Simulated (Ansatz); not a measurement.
**CH2N (doublet): the correlation ladder at a displaced geometry (v2), cc-pVDZ**

An exercise on one series of results from a longer session: the logs are not shown, and one member is left open.

Program: Ansatz 0.2.0, Gaussian basis. Level of theory: cc-pVDZ, core rule «outside noble gas», up to 2 orbitals frozen. These are calculated values, not measurements.

The runs, in order: UHF; CCSD(T) on ROHF; CCSD(T) on UHF; BCCD(T) on ROHF; CISD as a restricted active space (open shells left free, so some higher excitations enter); CCSDT(Q) on ROHF; CCSDT(Q) on UHF; CASSCF and MRCISD+Q, 11 electrons in 10 orbitals; CASSCF and NEVPT2, 11 electrons in 10 orbitals.

18 further runs of the same task are left out: 8 that didn't finish, 10 set aside as unsound or not needed. Runs told in other sessions of the task aren't counted.

**The system**

The geometry is a PBE0/def2-TZVP stationary point (not a proven minimum) with its atoms shifted at random (size 0.100 Å).

4 atoms, charge 0, spin multiplicity 2.

Atoms are counted from 1 here; the program's logs count them from 0.

Bond lengths: N1–C2 1.236 Å, C2–H3 1.133 Å, C2–H4 1.032 Å. Angles: N1–C2–H3 119.6°, N1–C2–H4 121.7°, H3–C2–H4 114.5°.

The first run:

File in.yaml:

```yaml
crystal:
  periodic: [false, false, false]
  atoms:
    - {symbol: N, position_ang: [0.073998, 0.000129, 0.654172]}
    - {symbol: C, position_ang: [-0.090877, 0.008503, -0.571038]}
    - {symbol: H, position_ang: [-0.014256, -0.961271, -1.152147]}
    - {symbol: H, position_ang: [0.068852, 0.858158, -1.133933]}
basis:
  gaussian: {orbitals: cc-pVDZ}
magnetization: {spin_polarized: true, initial_magnetization: 1}
hamiltonian: {xc: hf}
output: {orbitals: {seedname: orbitals}}
```

Run with:

```bash
ansatz run in.yaml --threads 1 --pin off --events-out ev --progress --plain --max-ram 2393MiB
```

Steps of the session up to this table: UHF; CCSD(T) on ROHF; CCSD(T) on UHF; BCCD(T) on ROHF; CISD as a restricted active space (open shells left free, so some higher excitations enter); CCSDT(Q) on ROHF; CCSDT(Q) on UHF; CASSCF and MRCISD+Q, 11 electrons in 10 orbitals; CASSCF and NEVPT2, 11 electrons in 10 orbitals.

One of the session's tables, all rows but one given; the rest of the session is left out.

```
          method  from UCCSDT(Q) (kJ/mol)
            ROHF                   +799.2
             UHF                   +772.0
            RMP2                   +101.8
            UMP2                   +128.4
            CISD                    +85.8
           RCCSD                    +29.3
           UCCSD                    +29.2
        RCCSD(T)                        ?
        UCCSD(T)                     +5.2
         BCCD(T)                     +4.2
          RCCSDT                     +2.0
          UCCSDT                     +2.0
       RCCSDT(Q)                     +0.1
       UCCSDT(Q)                        0
  CASSCF valence                   +477.5
  NEVPT2 valence                    +92.0
  MRCISD valence                    +26.8
MRCISD+Q valence                     +1.8
```

**Question.** Estimate the row for RCCSD(T).

As computed: from UCCSDT(Q) (kJ/mol): +4.1. In the column «from UCCSDT(Q) (kJ/mol)» it lies between UCCSDT (+2.0) and BCCD(T) (+4.2).

To keep in mind: Restricted and unrestricted rows rest on different reference determinants; a gap between their highest levels can come from leftover correlation error, from unlike frozen cores or from another state.
